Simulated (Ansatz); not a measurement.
System: SiSe₂ (Ibam, No. 72). Method: G0W0@PBEsol (Ansatz, a first-principles code, plane waves, hard PAW, contour deformation).

The cell has the measured lattice parameters. Conventional cell: a = 5.9980 Å, b = 9.6690 Å, c = 5.8510 Å, α = 90.00°, β = 90.00°, γ = 90.00°.

The quasiparticle gap at Γ at a fixed k mesh 4×4×4:

```json
[
 {"response cutoff": "70 eV, 415 empty bands", "value (eV)": "4.366"},
 {"response cutoff": "105 eV, 762 empty bands", "value (eV)": "4.492"},
 {"response cutoff": "140 eV, 1172 empty bands", "value (eV)": "4.562"}
]
```

Problem. Taking the value to converge with the response cutoff E as E^(−3/2), extrapolate from the last two rows.

Solution. With y = y∞ + c/w and weights w = 1076 and 1657 for the last two rows, y∞ = (w2 y2 − w1 y1)/(w2 − w1) = (1657 × 4.562 − 1076 × 4.492)/581 = 4.692 eV, which lies 0.130 beyond the last row. Successive pairs of rows give 4.643, 4.692. The limit also hangs on the law assumed, so its last digits aren't firm.

The other settings are not extrapolated, so this is the limit in one setting alone.

At the last cutoff the smallest gap on this mesh is 3.24 eV, with an edge away from Γ.

Spin–orbit coupling is not included.
